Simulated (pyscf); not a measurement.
Optimised with ωB97X-D3(BJ)/def2-SVP in PySCF. Correlated levels are frozen-core, on RHF or UHF. ΔMP2 is the change of the MP2 total energy from the triple- to the quadruple-zeta basis.

### Question
How much does it cost (ΔH, 298 K, CCSD(T)/def2-TZVPP + ΔMP2(QZVPP)) to split H₂N–Ga(OH)–OH (SMILES [NH2][Ga]([OH])[OH]) at its Ga–N bond into NH₂• + [HO–Ga–OH]•?

### Answer
Ga–N to NH₂• + [HO–Ga–OH]•: 91.5 kcal/mol. The radicals are drawn with the spin at the cut bond; how far it spreads was not checked. Other isomers of [HO–Ga–OH]• were not searched in full and may lie lower. The CCSD(T) − MP2 part came from Ansatz, without density fitting, on the same reference. The frozen core leaves the outer d or s,p core shells of the metals and heavy elements correlated in the MP2 and CC values, and def2-TZVPP describes them poorly, which can shift differences by a few kcal/mol. Elements up to Kr have no core potential and no relativistic terms here.
